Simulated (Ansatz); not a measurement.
Reaction (SMILES): O=CC=O -> 2 [CH]=O (CHO) (the C-C bond breaks)

Wanted: bond dissociation energy (electronic), in kcal/mol. Conventions: non-relativistic; UHF or UKS for open shells; spin-orbit terms left out; dispersion terms only where a functional's name holds one; 6-31G* and kin with 6d, 5d where marked. First-principles rows: single points at B3LYP-D3(BJ) geometries (Ansatz, an electronic-structure program).

```csv
species,coefficient,"E at B3LYP/6-31G* (Ansatz), Eh","E at wB97M-V/def2-TZVPD (Ansatz), Eh"
O=CC=O,-1,-227.81837,-227.84894
[CH]=O (CHO),+2,-113.84993,-113.86423
```

 1 Eh = 627.5095 kcal/mol.

Task: Work the quantity out at each level.

Result: 
- B3LYP/6-31G*: the sum of coefficient times E is 0.11851 Eh, or 74.37 kcal/mol. Result: 74.4 kcal/mol.
- wB97M-V/def2-TZVPD: the sum of coefficient times E is 0.12048 Eh, or 75.60 kcal/mol. Result: 75.6 kcal/mol.
